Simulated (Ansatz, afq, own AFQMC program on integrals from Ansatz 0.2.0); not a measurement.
# SiH2, triplet in cc-pVTZ, levels against CCSDT(Q)

```xyz
3

H     0.0000    0.0000   -1.1453
H     0.0000    0.0000   -0.2163
Si    0.0000    0.0000    1.3617
```

Basis cc-pVTZ. Only valence electrons are correlated. Ansatz 0.2.0 and our own AFQMC program on the same integrals; the CISD trial comes from CCSD amplitudes, and released means the phaseless constraint is let go. Error bars are statistical, one sigma.

Determinant: UHF, the one that the program's search chose, which needn't be the lowest solution. The geometry is a point of a scan.

No full CI on the walks' own integrals is used here; CCSDT(Q) serves as the reference and is uncertain by about the last step of the cluster series.

Cautions: lower spins were not checked; the released energies are still falling, so no released level is given (meV from the phaseless value at times in 1/Eh: -1.9 ± 1.9 at 0.24, -5.8 ± 1.5 at 0.51, -8.9 ± 1.2 at 0.99, -11.0 ± 1.3 at 1.62, -14.2 ± 1.9 at 2.40), though the last usable value meets CCSDT(Q) within the noise.

```
T1 diagnostic                               : 0.0176
weight of the determinant in the CISD state : 0.903
⟨S²⟩ of the determinant                     : 2.027
size of the correlated space                : 6 electrons in 57 orbitals
```

Reference: CCSDT(Q), correlation energy -3.641 eV.

```json
{"level": "HF", "E − E(reference) (kcal/mol)": "83.96", "share of correlation (%)": "0.00"}
{"level": "MP2", "E − E(reference) (kcal/mol)": "20.08", "share of correlation (%)": "76.09"}
{"level": "CCSD", "E − E(reference) (kcal/mol)": "3.65", "share of correlation (%)": "95.65"}
{"level": "CCSD(T)", "E − E(reference) (kcal/mol)": "0.79", "share of correlation (%)": "99.06"}
{"level": "CCSDT", "E − E(reference) (kcal/mol)": "0.11", "share of correlation (%)": "99.87"}
{"level": "ph-AFQMC/HF", "E − E(reference) (kcal/mol)": "1.42 ± 0.32", "share of correlation (%)": "98.31"}
{"level": "ph-AFQMC/CISD", "E − E(reference) (kcal/mol)": "0.34 ± 0.04", "share of correlation (%)": "99.59"}
```

A walk keeps the symmetry of its determinant, which the program's search chose and which needn't be the lowest solution, so a lower state of the same spin and another symmetry isn't excluded.
